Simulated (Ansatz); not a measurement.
in.yaml

```yaml
crystal:
  periodic: [false, false, false]
  atoms:
    - {symbol: Sb, position_ang: [0.000000, 0.000000, 0.000000]}
    - {symbol: H, position_ang: [0.000000, 0.000000, 1.713000]}
basis:
  gaussian: {orbitals: def2-SVPD}
correlation: {method: sc_nevpt2, electrons: all, active_space: {window: {electrons: 2, orbitals: 2}, places: [1, 2]}}
```

```sh
$ ansatz run in.yaml --threads 1 --pin off --events-out ev --progress --plain --max-ram 2393MiB
```

(1) One thing in this input was set wrong on purpose, beside settings that are merely unusual. What is the gravest fault, and what does the program do?

## Answers

(1) Two definitions of the active space. How the run ends: refused.
```
Error: invalid value for `correlation.active_space`: name one of window, places and ras
```
